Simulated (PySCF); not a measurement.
**[Al3]+: triplet, from a equilateral triangle start**

The task is one start of a wider search on [Al3]+: the triplet, from a equilateral triangle start. It is relaxed, tested by its Hessian and followed downhill if it is a saddle.

Program: PySCF 2.14.0. Level of theory: PBE0, basis Al def2-TZVP, no relativity, density fitting. These are calculated values, not measurements.

## (1) The starting structure

3 atoms, charge 1, spin multiplicity 3.

Bond lengths: Al1–Al2 2.520 Å, Al1–Al3 2.520 Å, Al2–Al3 2.520 Å. Angles: Al2–Al1–Al3 60.0°, Al1–Al2–Al3 60.0°, Al1–Al3–Al2 60.0°.

Coordinates in bohr (charge 1 multiplicity 3):
```
Al    1.3747   -2.3811    0.0000
Al   -2.7494    0.0000    0.0000
Al    1.3747    2.3811    0.0000
```

## (2) Finding the electronic state

One driver script runs all steps and calls PySCF; scf.py shows how it sets up the SCF of each step. The optimiser is the driver's own. After this first run the driver tries any further starts and a stability analysis.

scf.py reads:

```python
from pyscf import gto, scf, dft
mol = gto.M(atom='''
Al     0.727470    -1.260010     0.000000
Al    -1.454930     0.000000     0.000000
Al     0.727460     1.260000     0.000000''',
    basis={'Al': 'def2-TZVP'},
    charge=1, spin=2)
mf = dft.UKS(mol, xc='PBE0')
mf.grids.atom_grid = (50, 194)
aux = {'Al': 'def2-universal-JKFIT'}
mf = mf.density_fit(auxbasis=aux)
mf.conv_tol = 1e-08
mf.diis_space = 10
mf.max_cycle = 60
mf.init_guess = 'minao'
mf.verbose = 4
mf.kernel()
```

Run with:

```console
> OMP_NUM_THREADS=4 python axn.py task.json out
```

What it wrote:

```text
init E= -727.088592826201
[... the frontier-level lines of each cycle are left out ...]
cycle= 1 E= -726.6342349859  delta_E= 0.454  |g|= 0.138  |ddm|= 1.14
cycle= 2 E= -726.647049919943  delta_E= -0.0128  |g|= 0.0783  |ddm|= 0.425
cycle= 3 E= -726.648662013521  delta_E= -0.00161  |g|= 0.0123  |ddm|= 0.0849
cycle= 4 E= -726.649008106614  delta_E= -0.000346  |g|= 0.00672  |ddm|= 0.0361
cycle= 5 E= -726.649180389856  delta_E= -0.000172  |g|= 0.00402  |ddm|= 0.0284
cycle= 6 E= -726.64926749471  delta_E= -8.71e-05  |g|= 0.00137  |ddm|= 0.0256
cycle= 7 E= -726.649284654659  delta_E= -1.72e-05  |g|= 0.000235  |ddm|= 0.0156
cycle= 8 E= -726.649284960264  delta_E= -3.06e-07  |g|= 3.55e-05  |ddm|= 0.00197
cycle= 9 E= -726.649284959969  delta_E= 2.95e-10  |g|= 4.43e-05  |ddm|= 0.00015
Extra cycle  E= -726.649284954924  delta_E= 5.05e-09  |g|= 7.85e-05  |ddm|= 0.000228
converged SCF energy = -726.649284954924  <S^2> = 2.0497817  2S+1 = 3.0330062
```

This step, with its further starts and checks, took 9.7 s on 4 threads of AMD EPYC 7R43 (Zen 3), shared host.

Energies from each starting density:

| start | energy (Eh) |
| --- | --- |
| the minimal-basis guess | -726.649285 |
| a thermally smeared density | -726.649285 |
| a smeared PBE density | -726.649285 |

The test of internal stability and the other starts found no lower solution of this spin.

## (3) Relaxing the triplet from the equilateral triangle start

The program finds D3h symmetry in the start, which this walk keeps.

Changes to scf.py since step 2:

```diff
@@ -3,3 +3,3 @@
-Al     0.727470    -1.260010     0.000000
-Al    -1.454930     0.000000     0.000000
-Al     0.727460     1.260000     0.000000''',
+Al     0.727466    -1.260005     0.000000
+Al    -1.454929    -0.000001     0.000000
+Al     0.727464     1.260006     0.000000''',
@@ -15 +14,0 @@
-mf.init_guess = 'minao'
```

Energy and gradient, step by step:

| step | energy (Eh) | change (kJ/mol) | largest symmetric gradient (Eh/bohr) |
| --- | --- | --- | --- |
| 0 | -726.649285 | 0.00 | 0.01774 |
| 1 | -726.651322 | -5.35 | 0.01159 |
| 2 | -726.653106 | -10.03 | 0.00272 |
| 3 | -726.653233 | -10.36 | 0.00053 |
| 4 | -726.653238 | -10.38 | 0.00003 |

The walk took 7.5 s.

Geometry (Å) and forces (eV/Å) at some steps:

```
step 0
Al   0.727  -1.260   0.000   0.457  -0.788   0.000
Al  -1.455   0.000   0.000  -0.914   0.000   0.000
Al   0.727   1.260   0.000   0.457   0.788   0.000
step 1
Al   0.740  -1.281   0.000   0.299  -0.515   0.000
Al  -1.480   0.000   0.000  -0.597   0.000   0.000
Al   0.740   1.281   0.000   0.299   0.515   0.000
step 2
Al   0.763  -1.321   0.000   0.071  -0.120   0.000
Al  -1.525   0.000   0.000  -0.141   0.000   0.000
Al   0.763   1.321   0.000   0.071   0.120   0.000
step 3
Al   0.769  -1.333   0.000   0.014  -0.022   0.000
Al  -1.539   0.000   0.000  -0.029   0.000   0.000
Al   0.769   1.333   0.000   0.014   0.022   0.000
step 4
Al   0.771  -1.336   0.000   0.002   0.000   0.000
Al  -1.542   0.000   0.000  -0.003   0.000   0.000
Al   0.771   1.336   0.000   0.002   0.000   0.000
```

It settles in D3h symmetry, 10.4 kJ/mol below the start, after 4 steps: Al–Al 2.671 Å (×3); Al–Al–Al 60.0° (×3).

## (4) Frequencies

On the finer grid the gradient is checked again; gradients at displacements of ±0.02 bohr then give force constants and infrared intensities.

Changes to scf.py since step 3:

```diff
@@ -3,3 +3,3 @@
-Al     0.727466    -1.260005     0.000000
-Al    -1.454929    -0.000001     0.000000
-Al     0.727464     1.260006     0.000000''',
+Al     0.771160    -1.335686     0.000000
+Al    -1.542318    -0.000001     0.000000
+Al     0.771158     1.335687     0.000000''',
@@ -9 +9 @@
-mf.grids.atom_grid = (50, 194)
+mf.grids.atom_grid = (75, 302)
@@ -12 +12 @@
-mf.conv_tol = 1e-08
+mf.conv_tol = 1e-10
```

This SCF starts from the last density.

Log of the central SCF (cycles and frontier levels):

```text
init E= -726.653262196686
[... the frontier-level lines of each cycle are left out ...]
cycle= 1 E= -726.653262196699  delta_E= -1.26e-11  |g|= 9.71e-07  |ddm|= 6.2e-06
Extra cycle  E= -726.653262196699  delta_E= -7.96e-13  |g|= 8.53e-07  |ddm|= 4.25e-06
converged SCF energy = -726.653262196699  <S^2> = 2.042363  2S+1 = 3.0281103
```

The whole step took 19 s.

Geometry: D3h; Al–Al 2.671 Å (×3); Al–Al–Al 60.0° (×3).

Modes, for the most abundant isotopes:

```tsv
symmetry	ω (cm⁻¹)	IR (km/mol)	μ (u)
e'	154	6.3	26.98
a1'	275	0.0	26.98
```

All wavenumbers are real: a minimum.

Properties at this point:

```yaml
Dipole_moment_about_the_centre_of_mass: 0.00 D
Highest_occupied_level: -10.02 eV
Lowest_empty_level: -7.85 eV
Rotational_constants: 0.1751, 0.1751, 0.08755 cm⁻¹
Zero-point_energy: 3.5 kJ/mol
Principal_polarisabilities: 75.6, 139.9, 139.9 bohr³
Principal_traceless_quadrupole_moments_about_the_centre_of_mass: -11.12, 5.56, 5.56 D Å
Entropy_at_298.15_K_and_1_bar_electronic_part_spin_only: 294.7 J/(mol K)
Heat_capacity_Cp_at_298.15_K: 56.3 J/(mol K)
Enthalpy_at_298.15_K_above_0_K: 14.45 kJ/mol
Rotational_symmetry_number: 6
Spin_squared_⟨S²⟩: 2.042
```

Charges (e) and bond orders:

```csv
atom,Mulliken,Löwdin,polar tensor,spin (Mulliken),Mayer order to Al1
Al1,0.33,0.33,0.33,0.67,–
"Al2,3",0.33,0.33,0.33,0.67,0.82
```

Outer orbital energies (eV). α occupied: -79.62, -79.62, -79.62, -17.42, -13.20, -13.20, -10.26, -10.02; empty: -7.85, -7.85, -6.14, -6.14. β occupied: -79.54, -79.54, -79.50, -79.49, -79.49, -16.47, -12.50, -12.50; empty: -7.81, -7.57, -7.41, -7.41.

Mulliken populations on Al1: s 5.75, p 6.81, d 0.09, f 0.01.

## (5) Outcome

```
                                          quantity                                    value
                                           minimum                             triplet, D3h
                                          geometry  Al–Al 2.671 Å (×3); Al–Al–Al 60.0° (×3)
                                wavenumbers (cm⁻¹)                      154 (e'), 275 (a1')
                    dipole moment (centre of mass)                                   0.00 D
highest occupied, lowest empty level (either spin)                         -10.02, -7.85 eV
                        polar-tensor charge of Al1                                  +0.33 e
                                 zero-point energy                               3.5 kJ/mol
                               entropy at 298.15 K                          294.7 J/(mol K)
                                              ⟨S²⟩                                    2.042
```

**Reading.** The molecule stays D3h, as typed, and the end point is a minimum. In the infrared the band at 154 cm⁻¹ (e') leads. Only this shape and spin were tried, so other structures or states may lie lower.

The search up to here took 36 s.
